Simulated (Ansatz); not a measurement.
Mulliken charges of C2HF2N (`FC1=C(F)N1`) from PBE/def2-TZVPP in Ansatz (PBE0-D4/def2-TZVP geometry).

| atom | x (Å) | y (Å) | z (Å) | charge (e) |
| --- | --- | --- | --- | --- |
| F1 | -1.015 | -1.090 | 1.357 | -0.093 |
| C2 | -0.399 | -0.425 | 0.438 | 0.168 |
| C3 | 0.007 | -0.151 | -0.726 | 0.168 |
| F4 | 0.157 | -0.302 | -1.999 | -0.093 |
| N5 | 0.799 | 0.467 | 0.381 | -0.309 |
| H6 | 0.493 | 1.438 | 0.503 | 0.161 |

Task: By hand: the dipole of these point charges (1 e Å = 4.8032 D).

Result: Σ q r = (-0.154, 0.120, -0.025) e Å, of length 0.197 e Å = 0.95 D.

Task: How does the dipole of the full density compare? (Estimate.)

Result: Ansatz gave: (-0.250, 0.119, -0.059) e Å, 1.36 D; the point charges give 0.70 times that, at 13° from its direction.

Point charges leave out the atoms' own dipoles, such as those of lone pairs, and Mulliken's split depends on the basis, so the two needn't agree.
